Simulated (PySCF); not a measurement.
These are PySCF with TPSSh-D3(BJ)/def2-TZVP // PBE-D3(BJ)/def2-SVP values and carry that method's errors. Isolated molecules, 0 K electronic values unless said otherwise. 

Reference species (SMILES): `[OH]` (neutral, multiplicity 2).

```
Quantity        Value
-------------  ------
dipole moment  1.75 D
```

Changed species: `C[O]` (free radical OCH3; the reference has free radical OH).

Task: What does the change do to the dipole moment?

Result: the dipole moment goes up by 0.27 D, to 2.02 D.
